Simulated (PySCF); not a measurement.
Process, species as SMILES: O (H2O) + H+ → [OH3+]
B3LYP-D3(BJ)/def2-TZVP geometries, fixed; electronic energies without zero-point terms; positive where energy is released.
Largest species:
```xyz
4

O      0.0646     0.0016     0.0270
H      0.0018     0.8028    -0.5358
H      0.0191    -0.8364    -0.4814
H     -0.5378     0.0209     0.8012
```
Charge +1, spin multiplicity 1.

Energies in hartree at HF with PySCF; the proton affinity is their sum with the coefficients shown, times 627.509 kcal/mol a hartree; the bare proton counts zero. All functions are spherical. Density fitting with generated auxiliary sets. No added dispersion term, no relativity.

| species | coefficient | part | cc-pVDZ | cc-pVTZ | cc-pVQZ |
|---|---|---|---|---|---|
| O (H2O) | +1 | Hartree-Fock | -76.02645 | -76.05675 | -76.06441 |
| [OH3+] | -1 | Hartree-Fock | -76.31118 | -76.33886 | -76.34504 |

Task: Predict the proton affinity in cc-pV5Z (X = 5): let each Hartree-Fock step shrink by the ratio of the last two. Compare with the run.

Result: 
- O (H2O): steps -0.03030 and -0.00766, ratio 0.253, so Hartree-Fock -76.06635 (run: -76.06667).
- [OH3+]: steps -0.02768 and -0.00618, ratio 0.223, so Hartree-Fock -76.34642 (run: -76.34660).
Predicted 175.75 kcal/mol; the run in cc-pV5Z gives 175.66, a miss of 0.09. Keeping the value in cc-pVQZ, 176.10, would miss by 0.44. All sums are of the energies as printed.
